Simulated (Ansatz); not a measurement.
Stepwise reaction of `CC[SiH2]CC` with hydrogen, as a gas-phase model of exchange steps in deposition or etching. ΔE in kJ/mol.

Program: Ansatz. Geometries: PBE0-D4/def2-TZVP. ΔE: electronic, gas phase. CCSD(T)/CBS is the MP2 limit (def2-TZVPP, def2-QZVPP) plus CCSD(T) − MP2 in def2-TZVPP, frozen cores. This one scheme is used for every species. DFT in def2-TZVPP. B3LYP here is the variant with VWN-RPA as its local correlation; programs differ in this. One conformer a species, not always the lowest.

```json
{"step": "2", "reaction": "`CC[SiH3]` + H₂ → SiH₄ + `CC`", "PBE-D4": "-28.0", "B3LYP-D4": "-33.9", "ωB97M-V": "-31.0", "CCSD(T)/CBS": "-30.1"}
```

(1) Give the row of step 1, `CC[SiH2]CC` + H₂ → `CC[SiH3]` + `CC`. (Estimate.)

(2) By hand: ΔE of the 2 steps together at CCSD(T)/CBS.

Answers

(1) Ansatz gave: 
```json
{"step": "1", "reaction": "`CC[SiH2]CC` + H₂ → `CC[SiH3]` + `CC`", "PBE-D4": "-26.3", "B3LYP-D4": "-31.3", "ωB97M-V": "-28.3", "CCSD(T)/CBS": "-27.5"}
```

(2) (-27.5) + (-30.1) = -57.6 kJ/mol, or -28.8 kJ/mol a step.

In ΔE the steps differ by no more than 2.6 kJ/mol. All are downhill at CCSD(T)/CBS. PBE-D4 differs from CCSD(T)/CBS by 1.2 to 2.1 kJ/mol a step. Only this route is followed, and other bonds may react first. Isolated molecules leave out the surface, adducts and barriers. Largest T1 diagnostic: 0.011.
